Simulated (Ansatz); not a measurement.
# H3NOSi (SMILES N[Si]O): one structure at several levels

The atoms stand at a structure displaced at random from a GFN2-xTB minimum. How far do the functionals agree with CCSD(T) there?

The runs use Ansatz 0.2.0, Gaussian basis; single points in def2-TZVPP.

Correlated methods freeze the cores.

**1. The starting structure**

6 atoms, charge 0, spin multiplicity 1.

Atoms are counted from 1 here; the program's logs count them from 0.

Bond lengths: N1–Si2 1.793 Å, N1–H4 0.666 Å, N1–H5 0.915 Å, Si2–O3 1.592 Å. Angles: Si2–N1–H4 142.9°, Si2–N1–H5 120.2°, H4–N1–H5 96.5°, N1–Si2–O3 105.4°.

Geometry (Å):

```xyz
6
charge 0, multiplicity 1
N    -0.9143    0.1091   -0.6189
Si    0.6024   -0.8422   -0.7178
O     1.4129   -0.4871    0.6061
H    -1.4387    0.3108   -0.9763
H    -1.0940    0.6139    0.1222
H     1.3504    0.3626    1.6179
```

**2. CCSD(T)/def2-TZVPP**

Contents of run/in.yaml:

```yaml
crystal:
  periodic: [false, false, false]
  atoms:
    - {symbol: N, position_ang: [-0.914300, 0.109100, -0.618900]}
    - {symbol: Si, position_ang: [0.602400, -0.842200, -0.717800]}
    - {symbol: O, position_ang: [1.412900, -0.487100, 0.606100]}
    - {symbol: H, position_ang: [-1.438700, 0.310800, -0.976300]}
    - {symbol: H, position_ang: [-1.094000, 0.613900, 0.122200]}
    - {symbol: H, position_ang: [1.350400, 0.362600, 1.617900]}
basis:
  gaussian: {orbitals: def2-TZVPP}
correlation: {method: ccsd_t}
output: {forces: true}
```

No record of the launch command was kept for these runs.

**3. PBE0-D4/def2-TZVPP**

Changes to run/in.yaml since step 2:

```diff
@@ -11,3 +11,3 @@
   gaussian: {orbitals: def2-TZVPP}
-correlation: {method: ccsd_t}
-output: {forces: true}
+hamiltonian: {xc: pbe0, dispersion: d4}
+output: {forces: true, orbitals: {seedname: orbitals}}
```

**4. wB97M-V/def2-TZVPP**

Changes to run/in.yaml since step 3:

```diff
@@ -11,3 +11,3 @@
   gaussian: {orbitals: def2-TZVPP}
-hamiltonian: {xc: pbe0, dispersion: d4}
-output: {forces: true, orbitals: {seedname: orbitals}}
+hamiltonian: {xc: {name: wB97M-V}}
+output: {forces: true}
```

**5. r2SCAN-D4/def2-TZVPP**

Changes to run/in.yaml since step 4:

```diff
@@ -11,3 +11,3 @@
   gaussian: {orbitals: def2-TZVPP}
-hamiltonian: {xc: {name: wB97M-V}}
+hamiltonian: {xc: r2scan, dispersion: d4}
 output: {forces: true}
```

**6. PBE-D4/def2-TZVPP**

Changes to run/in.yaml since step 5:

```diff
@@ -11,3 +11,3 @@
   gaussian: {orbitals: def2-TZVPP}
-hamiltonian: {xc: r2scan, dispersion: d4}
+hamiltonian: {xc: pbe, dispersion: d4}
 output: {forces: true}
```

**7. r2SCAN0-D4/def2-TZVPP**

Changes to run/in.yaml since step 6:

```diff
@@ -11,3 +11,3 @@
   gaussian: {orbitals: def2-TZVPP}
-hamiltonian: {xc: pbe, dispersion: d4}
+hamiltonian: {xc: {name: r2SCAN0}, dispersion: d4}
 output: {forces: true}
```

**8. r2SCANh-D4/def2-TZVPP**

Changes to run/in.yaml since step 7:

```diff
@@ -11,3 +11,3 @@
   gaussian: {orbitals: def2-TZVPP}
-hamiltonian: {xc: {name: r2SCAN0}, dispersion: d4}
+hamiltonian: {xc: {name: r2SCANh}, dispersion: d4}
 output: {forces: true}
```

(Steps that only read results are left out.)

Q: Predict the outcome of this session. Wanted: energy less free atoms, CCSD(T)/def2-TZVPP; RMS force component; RMS force error; HOMO and LUMO, PBE0-D4; T1 diagnostic.

**Answer**, as computed:

```
                                  quantity                                                                                                 value
energy less free atoms, CCSD(T)/def2-TZVPP                                                                                       -299.2 kcal/mol
                       RMS force component                                                                18.015 to 18.141 eV/Å over the methods
                           RMS force error  PBE0-D4 0.140, wB97M-V 0.144, r2SCAN-D4 0.250, PBE-D4 0.302, r2SCAN0-D4 0.236, r2SCANh-D4 0.218 eV/Å
                    HOMO and LUMO, PBE0-D4                                                                                    -6.78 and -1.61 eV
                             T1 diagnostic                                                                                                 0.016
```

What this shows: Against CCSD(T) the functionals' energies less atoms differ by -31.6 to -1.5 kcal/mol, PBE-D4 by -31.6 kcal/mol. A larger basis would deepen the CCSD(T) value, while the functionals are nearly converged already, so the order here is not reliable. The forces of PBE0-D4 come nearest to CCSD(T), those of PBE-D4 are farthest. Frozen-core CCSD(T) forces in triple zeta carry basis errors of their own, and this is one geometry, so small gaps rank nothing.
